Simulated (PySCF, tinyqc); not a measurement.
Inside a calculation. Method: G0W0 on RHF in the sto-3g basis, for CH2, spin multiplicity 1. The lowest restricted solution is unstable here: a spin-polarised one lies 0.0437 hartree lower (PySCF). One step of it, computed by the program tinyqc.

Question. G0W0 on Hartree-Fock: HOMO. W(p,q,m) = sqrt2 sum_ia (pq|ia) (X+Y)_ia,m; Sigma_c(x) = sum_(i,m) W^2/(x - e_i + w_m) + sum_(a,m) W^2/(x - e_a - w_m); solve x = e_p + Sigma_c(x) by Newton steps; Z = 1/(1 - dSigma/dx); 1 hartree = 27.211386 eV.

orbital energies (hartree): [-10.977714, -0.767998, -0.497314, -0.257200, 0.248478, 0.476930, 0.690582]

Two-electron integrals over orbitals (pq|rs), unique and non-zero (hartree):
```
(11|11) 3.507781    (21|11) -0.296553   (21|21) 0.039757    (22|11) 0.713954
(22|21) -0.008435   (22|22) 0.527900    (31|11) -0.001054   (31|21) 0.000116
(31|22) -0.000128   (31|31) 0.006908    (32|11) 0.000235    (32|21) -0.000067
(32|22) -0.001075   (32|31) 0.012294    (32|32) 0.141577    (33|11) 0.579637
(33|21) -0.002677   (33|22) 0.492756    (33|31) 0.000061    (33|32) 0.000702
(33|33) 0.504631    (41|11) 0.145170    (41|21) -0.016921   (41|22) 0.012430
(41|31) -0.000076   (41|32) 3.36e-06    (41|33) 0.005032    (41|41) 0.025182
(42|11) -0.085363   (42|21) 0.006669    (42|22) 0.014276    (42|31) 0.000014
(42|32) -0.000083   (42|33) 0.017392    (42|41) 0.015293    (42|42) 0.081829
(43|11) -0.000783   (43|21) 0.000039    (43|22) -0.000291   (43|31) -0.001851
(43|32) 0.026578    (43|33) 0.000162    (43|41) 0.000061    (43|42) 0.000312
(43|43) 0.031974    (44|11) 0.805934    (44|21) -0.012157   (44|22) 0.505331
(44|31) -0.000023   (44|32) 0.000183    (44|33) 0.455566    (44|41) -0.012058
(44|42) -0.087077   (44|43) -0.000595   (44|44) 0.656974    (51|51) 0.021683
(52|51) 0.023932    (52|52) 0.092515    (53|51) 0.000086    (53|52) 0.000251
(53|53) 0.018642    (54|51) -0.011561   (54|52) -0.035579   (54|53) -0.000159
(54|54) 0.047104    (55|11) 0.851993    (55|21) -0.009462   (55|22) 0.542374
(55|31) -0.000032   (55|32) 0.000092    (55|33) 0.467896    (55|41) 0.004160
(55|42) -0.045886   (55|43) -0.000442   (55|44) 0.579577    (55|55) 0.672833
(61|11) -0.220236   (61|21) 0.031291    (61|22) -0.002039   (61|31) 0.000201
(61|32) 0.000147    (61|33) -0.000216   (61|41) -0.004132   (61|42) 0.013871
(61|43) 0.000034    (61|44) -0.017027   (61|55) -0.006118   (61|61) 0.029369
(62|11) 0.239586    (62|21) -0.006004   (62|22) 0.079880    (62|31) 0.000058
(62|32) 0.000565    (62|33) 0.018888    (62|41) 0.013860    (62|42) 0.003035
(62|43) -0.000254   (62|44) 0.078753    (62|55) 0.124502    (62|61) 0.001147
(62|62) 0.096199    (63|11) 0.003178    (63|21) -0.000068   (63|22) 0.001576
(63|31) 0.000975    (63|32) -0.075333   (63|33) -0.000030   (63|41) 0.000044
(63|42) -0.000418   (63|43) -0.031525   (63|44) 0.001373    (63|55) 0.001744
(63|61) -0.000030   (63|62) 0.001083    (63|63) 0.093344    (64|11) 0.108605
(64|21) 0.000169    (64|22) 0.039986    (64|31) -0.000065   (64|32) -0.000576
(64|33) 0.004842    (64|41) 0.005835    (64|42) 0.001158    (64|43) -0.000088
(64|44) 0.054500    (64|55) 0.054218    (64|61) 0.003254    (64|62) 0.053903
(64|63) 0.001058    (64|64) 0.037694    (65|51) 0.016348    (65|52) 0.056115
(65|53) 0.000362    (65|54) -0.010545   (65|65) 0.042252    (66|11) 0.645091
(66|21) -0.005855   (66|22) 0.505032    (66|31) 0.000111    (66|32) 0.001841
(66|33) 0.490816    (66|41) 0.019628    (66|42) 0.054615    (66|43) 0.000817
(66|44) 0.442660    (66|55) 0.480965    (66|61) 0.004551    (66|62) 0.048598
(66|63) -0.001138   (66|64) 0.023809    (66|66) 0.540093    (71|11) 0.002249
(71|21) -0.000360   (71|22) -0.000119   (71|31) 0.012248    (71|32) 0.020025
(71|33) 0.000129    (71|41) 0.000060    (71|42) -0.000107   (71|43) -0.003458
(71|44) 0.000156    (71|55) 0.000057    (71|61) -0.000113   (71|62) 0.000144
(71|63) 0.001443    (71|64) -0.000134   (71|66) 0.000215    (71|71) 0.021809
(72|11) -0.003065   (72|21) 0.000051    (72|22) -0.000940   (72|31) 0.009393
(72|32) 0.008096    (72|33) -0.000150   (72|41) -0.000115   (72|42) 0.000267
(72|43) -0.027734   (72|44) -0.001170   (72|55) -0.001534   (72|61) 0.000150
(72|62) -0.000737   (72|63) 0.045357    (72|64) -0.000623   (72|66) -0.000735
(72|71) 0.015535    (72|72) 0.055641    (73|11) 0.258986    (73|21) -0.005610
(73|22) 0.072000    (73|31) 0.000016    (73|32) 0.000898    (73|33) 0.030239
(73|41) -0.000233   (73|42) -0.051083   (73|43) -0.000184   (73|44) 0.125050
(73|55) 0.133495    (73|61) -0.005598   (73|62) 0.077660    (73|63) 0.000653
(73|64) 0.043271    (73|66) 0.008176    (73|71) 0.000108    (73|72) -0.001254
(73|73) 0.116841    (74|11) -0.000585   (74|21) 0.000014    (74|22) 0.000227
(74|31) -0.007279   (74|32) -0.064806   (74|33) -0.000451   (74|41) -0.000068
(74|42) -0.000182   (74|43) 0.006002    (74|44) -0.000244   (74|55) -0.000241
(74|61) -0.000149   (74|62) -0.000619   (74|63) 0.041263    (74|64) 0.000265
(74|66) -0.001061   (74|71) -0.012601   (74|72) -0.009194   (74|73) -0.000659
(74|74) 0.055291    (75|51) -0.000168   (75|52) -0.000620   (75|53) 0.018698
(75|54) 0.000142    (75|65) -0.000200   (75|75) 0.023184    (76|11) 0.000501
(76|21) -0.000049   (76|22) -0.000920   (76|31) 0.008673    (76|32) 0.114818
(76|33) 0.000761    (76|41) -0.000152   (76|42) -0.000629   (76|43) 0.037923
(76|44) 0.000612    (76|55) 0.000160    (76|61) 0.000027    (76|62) 0.000079
(76|63) -0.085465   (76|64) -0.000656   (76|66) 0.001590    (76|71) 0.014454
(76|72) -0.019338   (76|73) 0.001223    (76|74) -0.050107   (76|76) 0.119266
(77|11) 0.750304    (77|21) -0.009370   (77|22) 0.512295    (77|31) -0.000196
(77|32) -0.002171   (77|33) 0.509073    (77|41) 0.003319    (77|42) -0.015129
(77|43) -0.000829   (77|44) 0.521494    (77|55) 0.525364    (77|61) -0.007097
(77|62) 0.043601    (77|63) 0.002415    (77|64) 0.016343    (77|66) 0.500792
(77|71) -0.000203   (77|72) -0.000270   (77|73) 0.072429    (77|74) 0.000871
(77|76) -0.001778   (77|77) 0.557253
```

excitation energies w (hartree): [0.584116, 0.781393, 0.782187, 1.003416, 1.172137, 1.190902, 1.272355, 1.553950, 1.578596, 11.269515, 11.513235, 11.711863]

X + Y, order 1>5, 1>6, 1>7, 2>5, 2>6, 2>7, 3>5, 3>6, 3>7, 4>5, 4>6, 4>7:
```
[[0.002734, 0.000000, -0.000021, 0.000000, 0.000000, -0.008126, 0.000000, 0.000000, 0.000000, 0.998072, 0.000000, 0.000000],
 [0.000000, -0.001224, 0.000000, 0.000036, 0.000040, 0.000000, 0.001685, 0.000763, -0.000117, 0.000000, 0.997451, -0.001121],
 [0.000000, 0.000041, 0.000000, 0.003170, 0.002540, 0.000000, -0.000017, -0.000494, -0.005172, 0.000000, 0.001141, 0.998135],
 [0.125186, 0.000000, -0.001396, 0.000000, 0.000000, 0.919696, 0.000000, 0.000000, 0.000000, 0.000773, 0.000000, 0.000000],
 [0.000000, -0.153125, 0.000000, 0.004324, -0.005871, 0.000000, -0.664846, 0.651570, -0.052918, 0.000000, 0.000043, 0.000005],
 [0.000000, 0.001701, 0.000000, 0.123254, -0.164529, 0.000000, 0.003386, 0.079133, 0.942358, 0.000000, 0.000008, 0.000672],
 [0.001270, 0.000000, 0.976456, 0.000000, 0.000000, 0.000889, 0.000000, 0.000000, 0.000000, 0.000002, 0.000000, 0.000000],
 [0.000000, -0.004373, 0.000000, -0.506260, 0.764870, 0.000000, -0.002187, 0.016565, 0.139886, 0.000000, -0.000001, 0.000042],
 [0.000000, -0.103720, 0.000000, 0.003457, -0.000496, 0.000000, 0.715175, 0.581078, -0.050364, 0.000000, -0.000203, 0.000004],
 [0.926238, 0.000000, -0.000814, 0.000000, 0.000000, -0.061838, 0.000000, 0.000000, 0.000000, -0.000185, 0.000000, 0.000000],
 [0.000000, 0.958656, 0.000000, -0.000085, 0.002831, 0.000000, -0.014815, 0.100209, -0.008723, 0.000000, 0.000072, -0.000003],
 [0.000000, -0.001685, 0.000000, 0.827842, 0.470988, 0.000000, -0.001370, -0.002314, -0.007567, 0.000000, -0.000005, -0.000351]]
```

Give: The 12 largest terms at x = e_p; Newton steps; quasiparticle energy of the HOMO; Hartree-Fock value.

Answer.

The 12 largest terms at x = e_p (hartree; W for the signs of X + Y given):
```
q  m        W     term
4  8   0.1829   0.0215
6  8   0.0905  -0.0036
7  5   0.0836  -0.0033
5  1   0.0554  -0.0028
4  7   0.0512   0.0021
4  2   0.0385   0.0019
2  7  -0.0545   0.0017
5  6  -0.0503  -0.0015
3  9  -0.0432   0.0010
2  8  -0.0390   0.0007
6  2   0.0331  -0.0007
7  4   0.0335  -0.0006
```

Newton steps (hartree):
```
step        x  Sigma_c(x)       Z
0     -0.2572      0.0176  0.9728
1     -0.2401      0.0171  0.9731
2     -0.2401      0.0171  0.9731
```

quasiparticle energy of the HOMO = -6.5331 eV

Hartree-Fock value = -6.9988 eV
